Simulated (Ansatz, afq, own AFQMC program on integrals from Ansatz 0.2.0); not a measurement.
# Where AFQMC and coupled cluster stand for BH$_{2}$O, doublet

```xyz
4

B     0.0000   -0.3757    1.1789
O     0.0000    0.2561   -0.8343
H     0.0000    0.4217    2.0766
H     0.0000   -0.4572   -1.4789
```

Connectivity, by distances: BH ··· OH.

Basis cc-pVDZ. Only valence electrons are correlated. Integrals, coupled cluster, full CI and functionals: Ansatz 0.2.0; the random walks run on the same integrals in our own AFQMC program. The CISD trial takes its coefficients from CCSD amplitudes. Released means that phaseless walkers are propagated on without the constraint, phases kept. ± is one standard error of the sampling.

Determinant: ROHF, the one that the program's search chose, which needn't be the lowest solution. The geometry is a point of a scan.

No full CI on the walks' own integrals is used here; CCSDT(Q) serves as the reference and is uncertain by about the last step of the cluster series.

Cautions: higher spins were not checked; a spin-contaminated unrestricted determinant lies lower (UHF 360 meV lower, ⟨S²⟩ 1.00); raised T1 diagnostic (T1 0.043, weight of the determinant 0.86, largest double 0.08); CCSDT(Q) on the UHF determinant differs (21 meV lower), by its state or its frozen core.

```
T1 diagnostic                               : 0.0432
weight of the determinant in the CISD state : 0.856
size of the correlated space                : 11 electrons in 36 orbitals
```

Reference: CCSDT(Q), correlation energy -8.203 eV. The released energy is read at 2.40 1/Eh (meV from the phaseless value at times in 1/Eh: -4 ± 25 at 0.24, -16 ± 42 at 0.51, -95 ± 41 at 0.99, -37 ± 46 at 1.62, -44 ± 66 at 2.40).

```csv
level,E − E(reference) (kJ/mol),share of correlation (%)
HF,791.5,0.00
MP2,90.3,88.59
CCSD,37.4,95.27
CCSD(T),9.0,98.87
CCSDT,4.0,99.50
ph-AFQMC/HF,-22.1 ± 9.4,102.79
ph-AFQMC/CISD,4.8 ± 3.4,99.39
released AFQMC,0.6 ± 6.4,99.93
```

A walk keeps the symmetry of its determinant, which the program's search chose and which needn't be the lowest solution, so a lower state of the same spin and another symmetry isn't excluded. Released energies are given only where the last usable release times agree within the noise; a slower fall can still hide under it.
